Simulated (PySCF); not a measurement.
C2H7OP.
Numbering: `[CH3:1][PH:2]([CH3:3])=[O:4]` (hydrogens: H5, H6, H7 on C1; H8 on P2; H9, H10, H11 on C3)

Structure used (PBE0-D3(BJ)/def2-SVP), in Å, numbered top down from 1:
```xyz
11
C2H7OP angstrom
C     -1.3996    0.3260    0.2732
P      0.3449    0.7003   -0.0601
C      1.1613   -0.9147   -0.2021
O      0.9807    1.6501    0.9022
H     -1.8275   -0.3420   -0.4891
H     -1.9620    1.2704    0.2938
H     -1.4774   -0.1450    1.2644
H      0.3034    1.1346   -1.4233
H      2.2121   -0.7555   -0.4829
H      1.1363   -1.4119    0.7791
H      0.6728   -1.5540   -0.9527
```

Level: CAM-B3LYP/def2-SVPD in PySCF, non-relativistic, on one gas-phase PBE0-D3(BJ)/def2-SVP geometry that isn't relaxed in the solvent. The solvent is an IEF-PCM continuum (Bondi radii, 1.10 Å for H, scaled by 1.2). The model holds no explicit solvent molecules, cavitation or dispersion.

Gas phase at CAM-B3LYP/def2-SVPD: HOMO -9.17 eV, LUMO 1.08 eV, dipole 4.57 D.

Q: What does the continuum do to the energy, the frontier levels and the dipole at CAM-B3LYP/def2-SVPD in chloroform and acetonitrile?

A: 
```json
{"solvent": "chloroform", "ε": "4.711", "E(solvent) − E(gas) (kcal/mol)": "-7.95", "polarisation term (kcal/mol)": "-9.26", "distortion of the solute (kcal/mol)": "1.31", "HOMO (eV)": "-9.37", "LUMO (eV)": "1.41", "dipole (D)": "5.62"}
{"solvent": "acetonitrile", "ε": "35.69", "E(solvent) − E(gas) (kcal/mol)": "-10.95", "polarisation term (kcal/mol)": "-13.53", "distortion of the solute (kcal/mol)": "2.58", "HOMO (eV)": "-9.45", "LUMO (eV)": "1.47", "dipole (D)": "6.06"}
```

The polarisation term is half the interaction of the solute with the surface charges that it induces; the rest is the cost of distorting the solute's density. The sum is the electrostatic part of solvation alone. The atom shares or the degeneracy of the LUMO differ from the gas phase in acetonitrile, so that column needn't follow one orbital. From chloroform to acetonitrile the lowering changes by a factor 1.38, Onsager's factor (ε − 1)/(2ε + 1) by 1.35 and ε itself by 7.6.

Q: Which radius a makes the point-dipole formula ΔE = −[(ε − 1)/(2ε + 1)]·μ²/a³ give the value in acetonitrile, with the gas-phase dipole?

A: μ = 1.797 au and |ΔE| = 0.01745 Eh give a = 2.36 Å; the farthest nucleus lies 2.37 Å from the centroid of the nuclei. The formula assumes a rigid point dipole at the centre of a sphere.

Q: Give the dipole vector in the frame of the coordinates (D, pointing from negative to positive charge), gas and acetonitrile.

A: Gas (-2.05, -3.35, -2.34), solvent (-2.70, -4.35, -3.24). Its length changes by +33 % and its direction by 2°.

Q: How does the static polarisability (CAM-B3LYP/def2-SVPD, frozen core, with the continuum's full static response) change?

A: 
```json
{"medium": "gas", "isotropic (au)": "53.2", "principal values (au)": "48.9, 54.2, 56.5", "⟨r²⟩ of the electrons (bohr²)": "396.7"}
{"medium": "chloroform", "isotropic (au)": "65.0", "principal values (au)": "60.9, 66.3, 67.8", "⟨r²⟩ of the electrons (bohr²)": "396.7"}
{"medium": "acetonitrile", "isotropic (au)": "70.5", "principal values (au)": "67.1, 71.8, 72.7", "⟨r²⟩ of the electrons (bohr²)": "396.7"}
```

The isotropic value in acetonitrile is 1.33 times the gas-phase one; no cavity-field correction is applied. ⟨r²⟩ is taken about the centre of nuclear charge.
